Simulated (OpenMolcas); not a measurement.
**BNH3 (SMILES [BH]N): the energy, rung by rung**

The species is BNH3 (5 atoms), meant as a doublet with charge 0. SMILES: `[BH]N`. The coordinates come from a GFN2-xTB relaxation. This is one conformer, not always the lowest.

```
atom    x (Å)    y (Å)    z (Å)
   B   0.7058  -0.3416   0.5400
   N  -0.1687   0.4034  -0.2106
   H   0.5367  -1.4869   0.7238
   H  -1.0067   0.0361  -0.6531
   H  -0.0671   1.3891  -0.4000
```

Each level gives the energy change with the B1–N2 bond stretched from 1.372 to 3.431 Å (eV). The values are calculated.

```json
{"level": "ROHF/STO-3G", "kind": "Hartree–Fock", "program": "OpenMolcas", "value (eV)": "6.02", "less FCI/STO-3G": "-0.10", "CPU time (all runs)": "6.1 s"}
{"level": "UPBE/STO-3G", "kind": "GGA", "program": "OpenMolcas", "value (eV)": "7.35", "less FCI/STO-3G": "+1.23", "CPU time (all runs)": "16 s"}
{"level": "UM06-2X/STO-3G", "kind": "hybrid meta-GGA", "program": "OpenMolcas", "value (eV)": "7.15", "less FCI/STO-3G": "+1.03", "CPU time (all runs)": "18 s"}
{"level": "CASSCF(3,3)/STO-3G", "kind": "multireference", "program": "OpenMolcas", "value (eV)": "5.68", "less FCI/STO-3G": "-0.44", "CPU time (all runs)": "4.3 s"}
{"level": "MRCI(3,3)/STO-3G", "kind": "multireference", "program": "OpenMolcas", "value (eV)": "6.13", "less FCI/STO-3G": "+0.01", "CPU time (all runs)": "4.7 s"}
{"level": "SC-NEVPT2(3,3)/STO-3G", "kind": "multireference", "program": "OpenMolcas", "value (eV)": "6.41", "less FCI/STO-3G": "+0.29", "CPU time (all runs)": "3.9 s"}
{"level": "ROCCSD(T)/STO-3G", "kind": "coupled cluster or CI", "program": "OpenMolcas", "value (eV)": "6.12", "less FCI/STO-3G": "0.00", "CPU time (all runs)": "6.6 s"}
{"level": "FCI/STO-3G", "kind": "exact in the basis", "program": "OpenMolcas", "value (eV)": "6.12", "less FCI/STO-3G": "0.00", "CPU time (all runs)": "27 s"}
```

FCI/STO-3G is exact within its basis and frozen core, so for wave-function methods in that basis the difference is their error; functionals converge differently with the basis, so for them it is only a difference. The first shape isn't each level's own minimum. The values span 5.68 to 7.35 eV. Spin contamination of the reference (⟨S²⟩ at least 0.1 too high) touches UPBE/STO-3G. All rows use very small basis sets, so even the best lies far from the true value. Times are those of the runs behind each value, whatever else they computed, on shared processors of several kinds: orders of magnitude only.
